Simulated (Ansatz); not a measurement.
Method: frozen-core CCSD(T)/cc-pVTZ // PBE-D3(BJ)/def2-TZVP in Ansatz (a first-principles code).

Ansatz 0.2 input:
```yaml
crystal:
  periodic: [false, false, false]
  atoms:
    - { symbol: Si, position_ang: [0.002127, 0.000135, 0.339968] }
    - { symbol: H, position_ang: [-0.148947, 1.4173, -0.112957] }
    - { symbol: H, position_ang: [-1.154022, -0.837094, -0.105778] }
    - { symbol: H, position_ang: [1.300842, -0.580341, -0.121234] }
basis:
  gaussian: { orbitals: cc-pVTZ }
correlation:
  method: ccsd_t
magnetization:
  spin_polarized: true
  initial_magnetization: 1
```

Output:

```
Functional definition: HF
429 factors; integrals over basis functions are off by at most 8.4e-4 eV
mean field evaluation 1: about -7907.9870 eV, gradient 7.1e0 eV
mean field evaluation 2: about -7907.9901 eV, gradient 7.1e0 eV
mean field evaluation 4: about -7908.7104 eV, gradient 6.2e-1 eV
mean field evaluation 8: about -7908.7187 eV, gradient 1.9e-3 eV
mean field evaluation 16: about -7908.7187 eV, gradient 6.2e-6 eV
mean field -7908.71868874 eV, -290.6400510891 hartree, gradient 6.2e-6 eV, S^2 0.754998; 0 other end points of the search recorded, 0 dependent functions left out
5 core orbitals not correlated
reference -7908.71868874 eV, -290.6400510891 hartree; 4, 3 occupied and 67, 68 virtual orbitals, 429 factors
second order -3.17022123 eV of doubles, -0.00000000 eV of singles
cycle   1  -3.67951715 eV  change   -5.1e-1 eV  update   5.4e-2
cycle   2  -3.87881930 eV  change   -2.0e-1 eV  update   2.1e-2
cycle   3  -3.88651174 eV  change   -7.7e-3 eV  update   5.8e-3
cycle   4  -3.88598458 eV  change    5.3e-4 eV  update   1.9e-3
cycle   5  -3.88558113 eV  change    4.0e-4 eV  update   7.8e-4
cycle   6  -3.88566149 eV  change   -8.0e-5 eV  update   2.6e-4
cycle   7  -3.88575083 eV  change   -8.9e-5 eV  update   7.9e-5
cycle   8  -3.88575203 eV  change   -1.2e-6 eV  update   2.3e-5
cycle   9  -3.88574503 eV  change    7.0e-6 eV  update   7.3e-6
perturbative correction -0.09609709 eV, -0.0035315029 hartree
Total energy: -7912.70053086 eV, -290.7863810881 hartree
```

Cost: around 2.5 core-seconds (rough).
